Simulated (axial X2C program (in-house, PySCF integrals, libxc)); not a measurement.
**What spin–orbit coupling does to B₂⁺**

Computed with an in-house all-electron X2C program for linear molecules (integrals from PySCF). Spin-free means the one-electron spin-free X2C Hamiltonian; two-component (2c) means X2C with spin–orbit coupling and atomic mean-field two-electron Coulomb and Gaunt terms, so the difference of the two also holds small scalar two-electron terms. Basis: B dyall-v3z [7s6p2d1f] (cores contracted in-house); Gaussian nuclei, density fitting, unrestricted open shells. Masses: B 11.009 u.

Spin-free state: M_S = 3/2, Λ = 1 (beyond evenly filled blocks: 2 × σα, π+α); fragments B+ + B.

```tsv
level	Re (Å)	ωe (cm⁻¹)
PBE0	1.628	1094.3
HF	1.607	1184.9
MP2	1.621	1121.9
CCSD	1.628	1091.3
CCSD(T)	1.633	1074.6
```

Correlated methods: 5 electrons correlated (number of frozen shells: B 1 s), 155 virtual spin orbitals or spinors in MP2, 62 natural virtuals in coupled cluster.

Two-component determinant lowest at the distance of the search:

Ω = 1/2 (⟨Sz⟩ = 1.50, ⟨Lz⟩ = -1.00 at HF); fragments B+ + B.

| level | Re (Å) | ωe (cm⁻¹) |
| --- | --- | --- |
| PBE0 | 1.628 | 1094.2 |
| HF | 1.607 | 1184.8 |
| MP2 | 1.621 | 1121.9 |
| CCSD | 1.628 | 1091.3 |
| CCSD(T) | 1.633 | 1074.5 |

**Question.** From the two tables, how do the constants change at the CCSD(T) level (2c against spin-free)?

**Answer.** At the CCSD(T) level Re is unchanged within 0.001 Å and ωe is unchanged to within 0.2 cm⁻¹.

The state is one determinant whose occupation by symmetry is held fixed; it was picked as the lowest of a PBE0 search that is not exhaustive. De is not given where an atomic determinant may have missed its ground term or J level, or where the truncated virtual space spoils (T). Density functionals use the spin component along the axis (collinear). CCSD and (T) use frozen natural virtuals with an MP2 correction for the truncation; (T) itself is uncorrected, so its De runs slightly low. PBE0 can misorder states that lie within some tenths of an eV, so this need not be the ground state of the molecule. The nearest other spin-free determinant of the search, M_S = 3/2, Λ = 0, lies 0.33 eV up at the distance of the search. The functionals have no current-density term, which raises determinants with orbital currents, atoms included. The spin of this state cannot come from the lowest atoms; the curve heads to a higher limit, and no De is given. With several unpaired electrons one determinant need not be a pure state.
